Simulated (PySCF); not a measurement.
Molecule: isobutyl mercaptan (SMILES CC(C)CS).

Bonds (- single, = double, # triple, : aromatic): C1-C2, C2-C3, C2-C4, C4-S5. C1 carries H6, H7, H8; C2 carries H9; C3 carries H10, H11, H12; C4 carries H13, H14; S5 carries H15.

Frames of a GFN2-xTB Langevin trajectory at 300 K; GIAO PBE0/pcSseg-1 shieldings in PySCF 2.14.0 with density-fitted response routines, gas phase, non-relativistic; equivalent atoms averaged within each frame.

References, each an isolated molecule treated in the same way: $^{13}$C (σref 186.93), $^{1}$H (σref 31.72) against TMS; CS2 for $^{33}$S (σref 503.73). The references are static minima.

Task: How do the shifts (ppm) fluctuate along the trajectory?

Result: 
| time (fs) | C2 | C4 | C1/C3 | S5 | H13/H14 | H6/H7/H8/H10/H11/H12 | H9 | H15 |
| --- | --- | --- | --- | --- | --- | --- | --- | --- |
| optimised geometry | 38.7 | 40.2 | 23.4 | -91 | 2.23 | 1.12 | 1.10 | 1.17 |
| 250 | 40.4 | 36.9 | 29.4 | -75 | 1.86 | 1.49 | 1.46 | 1.46 |
| 425 | 27.8 | 41.4 | 32.7 | -57 | 2.26 | 1.57 | 1.00 | 0.67 |
| 625 | 35.7 | 38.2 | 26.6 | -60 | 2.12 | 1.17 | 2.56 | 2.95 |
| 800 | 42.0 | 41.1 | 29.2 | -127 | 2.40 | 1.46 | 2.44 | 1.16 |
| 1000 | 27.6 | 34.7 | 29.8 | -73 | 1.98 | 1.48 | 0.51 | 1.57 |
| mean of frames | 34.7 | 38.4 | 29.5 | -78 | 2.12 | 1.43 | 1.59 | 1.56 |
| standard deviation | 6.8 | 2.8 | 2.2 | 28 | 0.21 | 0.15 | 0.89 | 0.85 |

5 frames give an uncertainty of the mean of about the standard deviation over 2.2 at best, since frames this close in time may not be independent; classical motion lacks zero-point vibration, and the reference would need the same averaging.
